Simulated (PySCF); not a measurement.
**Static response to an electric field**

(E)-crotonaldehyde, C₄H₆O.
Cartesian coordinates in Å at the GFN2-xTB level; atoms count from 1:
```
atom  x, y, z in Å
C1    -1.754    0.024    0.045
C2    -0.334   -0.366   -0.134
C3     0.713    0.414    0.138
C4     2.087   -0.026   -0.057
O5     3.069    0.635    0.172
H6    -1.841    1.037    0.429
H7    -2.245   -0.663    0.733
H8    -2.282   -0.043   -0.907
H9    -0.164   -1.366   -0.516
H10    0.583    1.417    0.521
H11    2.175   -1.059   -0.452
```

Level: wB97X-D/def2-SVPD (PySCF), static field, nuclei fixed, core orbitals frozen in the response. The polarisability tensor in these axes (au):

```
x   79.81  8.50  2.30
y    8.50 48.80  4.21
z    2.30  4.21 38.74
```

What are the eigenvalues, a third of the trace, and Δα (Δα² = ½Σ(αi − αj)² over the three pairs)?

Principal values 37.20, 47.92 and 82.24 au; mean 55.78 au = 8.27 Å³ = 9.20 × 10⁻⁴⁰ C²·m²/J; Δα = 40.76 au (73 % of the mean).

What is the dipole moment, and where does it point?

(-4.01, -1.48, -0.47) D, 4.30 D in size, pointing from the negative to the positive side. Measured along this direction, the outermost atoms are O5 at the negative end and H8 and H7 at the positive end.

How large is μ²/3kT at 298 K beside α?

In Gaussian units μ²/3kT = 149.74 Å³ against 8.27 Å³, a ratio of 18.11; the Debye molar polarisation (4π/3)N_A(α + μ²/3kT) is 398.6 cm³/mol, leaving out the vibrational part.

Rayleigh depolarisation ratio (linearly polarised light, static tensor)?

ρ = 3Δα²/(45ᾱ² + 4Δα²) = 4983.2/(140030 + 6644.3) = 0.034.

In TDDFT the mean static polarisability is Σ f/ω² over all singlet excitations (ω in hartree). How much of it do the 8 lowest give? Their energies (eV) and oscillator strengths: 3.90, 0.0003; 6.24, 0.5611; 7.29, 0.0001; 7.61, 0.0000; 7.80, 0.0690; 8.05, 0.0138; 8.31, 0.0422; 8.36, 0.0034.

They add up to 12.18 au, 21.8 % of the 55.78 au; the largest single term is 10.68 au, from the state at 6.24 eV. Terms in order: 0.02, 10.68, 0.00, 0.00, 0.84, 0.16, 0.45, 0.04 au. Higher excitations give the rest. The strengths listed sum to 0.690.

Traceless (Buckingham) quadrupole moment about the centre of nuclear charge: eigenvalues?

-7.68, 1.62, 6.06 D·Å. The values depend on the origin, since the dipole doesn't vanish. The electronic extent ⟨r²⟩ about the same centre is 570 bohr², a root-mean-square distance of 2.05 Å for the 38 electrons.

What would n − 1 = 2πNα be for an ideal gas of these molecules at 273.15 K and 1 atm, electronic part alone?

N = p/kT = 2.6868 × 10¹⁹ cm⁻³, so n − 1 = 2π × N × 8.27 × 10⁻²⁴ cm³ = 1395 × 10⁻⁶ at long wavelengths, for an ideal gas.

One conformer (not necessarily the lowest) at the GFN2-xTB geometry, without solvent, vibrations or thermal averaging.
